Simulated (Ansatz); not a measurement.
## C₂H₅FS, SMILES CC(F)S: a rigid torsion scan, step by step

Program: Ansatz 0.2.0 through its Python package.

Typed at the interpreter:
```pycon
>>> import ansatz as az
>>> from ase import Atoms
>>> atoms = Atoms(["C", "C", "F", "S", "H", "H", "H", "H", "H"], positions=[
...     (0.1791, 0.5467, -0.7309),
...     (0.1913, -0.6546, 0.1204),
...     (1.2139, -0.5279, 0.9603),
...     (-1.2446, -0.8369, 1.0874),
...     (-0.6946, 0.5425, -1.4761),
...     (0.0309, 1.5123, -0.1345),
...     (1.0903, 0.7, -1.3028),
...     (0.3941, -1.5255, -0.499),
...     (-1.0719, 0.1971, 1.9581),
... ])
>>> # start the scan from a relaxed geometry
>>> first = (
...     az.Crystal.molecule_from_ase(atoms).calculation()
...     .basis(gaussian="def2-SVP")
...     .functional("B3LYP")
...     .scf(lower_state_search="standard")
...     .relax(force_tolerance=0.02, max_steps=80)
... )
>>> atoms.positions = first.run(threads=1, backend="cpu").report["positions_ang"]

>>> start = atoms.get_dihedral(0, 1, 3, 8)
>>> energies = {}
>>> for turn in range(0, 360, 30):
...     turned = atoms.copy()
...     turned.set_dihedral(0, 1, 3, 8, start + turn, indices=[3, 8])
...     model = (
...         az.Crystal.molecule_from_ase(turned).calculation()
...         .basis(gaussian="def2-SVP")
...         .functional("B3LYP")
...         .scf(lower_state_search="standard")
...     )
...     energies[round((start + turn) % 360)] = model.run(threads=1, backend="cpu").report["free_energy_ev"]
...
>>> floor = min(energies.values())
>>> print("dihedral C0-C1-S3-H8 (deg)   E - E(min) (kJ/mol)")
dihedral C0-C1-S3-H8 (deg)   E - E(min) (kJ/mol)
>>> for angle, e in sorted(energies.items()):
...     print(f"{angle:8d} {96.485332 * (e - floor):14.3f}  " + "#" * int(30 * (e - floor) / max(max(energies.values()) - floor, 1e-9)))
...
       8         14.720  ######################
      38         19.375  ##############################
      68         18.055  ###########################
      98         14.901  #######################
     128          9.498  ##############
     158          3.935  ######
     188          5.845  #########
     218         13.655  #####################
     248         14.091  #####################
     278          5.197  ########
     308          0.000
     338          5.009  #######
```

These settings explore the input space; basis and method may be short of convergence. The scan is rigid and the energies are electronic, in a modest basis. With rigid groups the curve can differ much from the relaxed path, the start wasn't checked as a minimum of this torsion, and equivalent turns needn't return to the same energy. b3lyp holds the VWN-RPA fit, as in Gaussian; the form of ORCA and Turbomole is b3lyp5. Hardware and time: 42 s on 1 thread of Arm Neoverse V2, with other jobs on the host, peak memory 0.24 GiB.

(Lines on the test bed's own set-up are left out of the output.)
